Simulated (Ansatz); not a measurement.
**Nudged elastic band run: C2H4S2**

Input file:

```yaml
crystal:
  periodic: [false, false, false]
  atoms:
    - { symbol: C, position_ang: [-0.015015, 1.031589, -0.263183] }
    - { symbol: C, position_ang: [0.176478, -0.452171, -0.114224] }
    - { symbol: S, position_ang: [1.127065, -1.351264, -1.089069] }
    - { symbol: S, position_ang: [-0.741596, -1.085839, 1.240636] }
    - { symbol: H, position_ang: [0.519905, 1.39225, -1.142295] }
    - { symbol: H, position_ang: [-1.079695, 1.2776, -0.358342] }
    - { symbol: H, position_ang: [0.362107, 1.552531, 0.625844] }
    - { symbol: H, position_ang: [-0.349248, -2.364686, 1.100633] }
basis:
  gaussian: { orbitals: "6-31G*" }
hamiltonian:
  xc: pbe0
  dispersion: d4
neb:
  order_check: false
  images: 9
  f_tol: 0.05
  max_iterations: 60
  initial_path: idpp
  spring: { min: 2.0, max: 10.0 }
  final_atoms:
    - { symbol: C, position_ang: [-0.01587931, 1.03216021, -0.26130604] }
    - { symbol: C, position_ang: [0.00841153, -0.46797257, -0.17060267] }
    - { symbol: S, position_ang: [0.05803754, -1.46012152, -1.46522425] }
    - { symbol: S, position_ang: [-0.01590166, -1.01207264, 1.49788711] }
    - { symbol: H, position_ang: [0.8747258, 1.45501577, 0.22063444] }
    - { symbol: H, position_ang: [-0.0404054, 1.34467902, -1.30574334] }
    - { symbol: H, position_ang: [-0.89218732, 1.43670671, 0.26012379] }
    - { symbol: H, position_ang: [0.02319982, -2.32838498, 1.22423096] }
```

Command:

```bash
$ ansatz run input.yaml --threads 1 --pin off --max-ram 2048MiB --backend cpu --events-out ev --progress --plain --runs-dir out
```

Output, in part (warnings, iteration lines, the closing report on the highest movable image, with atoms numbered from 0):

```
NEB end point (image 0): max|allowed force component| = 1.504e-2 eV/Å (the criterion of neb.relax_end_points is 1.000e-2)
NEB end point (image 10): max|allowed force component| = 1.484e-2 eV/Å (the criterion of neb.relax_end_points is 1.000e-2)
NEB iter   1: max|band force component| = 4.588e-1 eV/Å  barrier→ = 0.0387 eV  barrier← = 0.0387 eV  CI = image 5  Δτ_max = 0.0705 Å  (275 SCF iters)
NEB iter   2: max|band force component| = 2.800e-1 eV/Å  barrier→ = 0.0157 eV  barrier← = 0.0157 eV  CI = image 5  Δτ_max = 0.1746 Å  (274 SCF iters)
NEB iter   3: max|band force component| = 1.562e0 eV/Å  barrier→ = 0.1331 eV  barrier← = 0.1331 eV  CI = image 4  Δτ_max = 0.0900 Å  (267 SCF iters)
NEB iter   4: max|band force component| = 5.419e-1 eV/Å  barrier→ = 0.0497 eV  barrier← = 0.0497 eV  CI = image 4  Δτ_max = 0.1512 Å  (268 SCF iters)
NEB iter   5: max|band force component| = 2.064e0 eV/Å  barrier→ = 0.0227 eV  barrier← = 0.0227 eV  CI = image 4  Δτ_max = 0.1320 Å  (267 SCF iters)
NEB iter   6: max|band force component| = 4.248e-1 eV/Å  barrier→ = 0.0260 eV  barrier← = 0.0260 eV  CI = image 4  Δτ_max = 0.0486 Å  (269 SCF iters)
NEB iter   7: max|band force component| = 1.087e-1 eV/Å  barrier→ = 0.0132 eV  barrier← = 0.0132 eV  CI = image 5  Δτ_max = 0.0081 Å  (256 SCF iters)
NEB iter   8: max|band force component| = 4.996e-2 eV/Å  barrier→ = 0.0131 eV  barrier← = 0.0132 eV  CI = image 5  Δτ_max = 0.0000 Å  (449 SCF iters)
Total energy: -23798.65886961 eV, -874.5845821480 hartree
Atom 0 at    -0.140039     1.015292    -0.279286 Å, force     0.000732     0.016325     0.000085 eV/Å
Atom 1 at     0.076451    -0.467230    -0.136179 Å, force     0.003303    -0.031665    -0.002111 eV/Å
Atom 2 at     0.270630    -1.469955    -1.410646 Å, force    -0.000414     0.010226     0.011431 eV/Å
Atom 3 at     0.089119    -0.968905     1.540365 Å, force    -0.000346     0.008778    -0.010570 eV/Å
Atom 4 at     0.692406     1.447422    -0.842769 Å, force    -0.000039    -0.000642     0.002901 eV/Å
Atom 5 at    -1.050237     1.189761    -0.861395 Å, force    -0.003330    -0.000732     0.002592 eV/Å
Atom 6 at    -0.227991     1.532521     0.681018 Å, force     0.000342     0.002470    -0.004246 eV/Å
Atom 7 at     0.289662    -2.278896     1.308891 Å, force    -0.000249    -0.004760    -0.000081 eV/Å
Dipole moment:    -0.050864     0.255823     0.309375 e Å
```

The forces met the threshold. Another band between the same ends (9 images) ends at a top of the same energy, where a vibrational analysis finds 1 clearly imaginary mode.

Final band (atoms are numbered from 1 in the order of the input):

```tsv
image	path coordinate (Å)	energy (kJ/mol)	dihedral H6–C1–C2–S3 (°)
0	0.00	0.0	125
1	0.60	0.2	98
2	0.92	0.6	84
3	1.15	0.9	75
4	1.34	1.2	67
5	1.52	1.3	60
6	1.71	1.2	53
7	1.91	1.0	45
8	2.14	0.7	36
9	2.44	0.2	24
10	2.98	0.0	3
```

Run time: 4.3 min on 1 thread of Intel(R) Xeon(R) Processor @ 2.70GHz (shared host), peak memory 0.16 GiB.
